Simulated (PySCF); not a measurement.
## Partial charges of `[SiH3+]`

Species: SiH3 (charge +1).
Z-matrix (Å and degrees, PBE0-D3(BJ)/def2-SVP geometry), rows numbered from 1:
```
Si
H   1  1.4790
H   1  1.4790  2  120.00
H   1  1.4790  2  120.00  3   179.82
```

Density: PBE0/pcSseg-1 (PySCF); schemes: Mulliken, IAO, Hirshfeld and ESP-fitted. Geometry: PBE0-D3(BJ)/def2-SVP; no solvent, vibrations or thermal averaging.

Problem. Atoms with like bonding are taken together and averaged. For which atoms does the sign change between the 4 schemes (beyond +0.03 e in one, beyond −0.03 e in another)?

Solution. H2/H3/H4.

Problem. At which atom do the 4 schemes differ most?

Solution. At Si1: from +0.808 (Mulliken) to +1.144 e (ESP-fitted), 0.336 e apart.

Problem. Give the atomic charges in each scheme.

Solution. In e; atoms taken as equivalent share a row and are averaged (×n: the atom named and its like, n in all):

```csv
atom,environment,Mulliken,IAO,Hirshfeld,ESP-fitted
Si1,silicon bonded to 3 H,+0.808,+1.003,+0.885,+1.144
H2/H3/H4,Si–H hydrogen,+0.064,-0.001,+0.038,-0.048
```

Mean size of the charges over all atoms: ESP-fitted 0.322 e, IAO 0.252 e, Mulliken 0.250 e, Hirshfeld 0.250 e. Each set sums to the total charge, 1, to within 0.001 e. The ESP scheme fits charges at the nuclei, held to the total charge, to the electrostatic potential on points at 1.4 to 2.0 times the van der Waals radii.

Problem. How many electrons does the IAO scheme count on Si1?

Solution. Z − q = 14 − (+1.003) = 12.997.

Problem. Sum the charges by element, for elements with more than one atom.

Solution. 
| element | atoms | Mulliken | IAO | Hirshfeld | ESP-fitted |
| --- | --- | --- | --- | --- | --- |
| H | 3 | +0.192 | -0.003 | +0.115 | -0.144 |
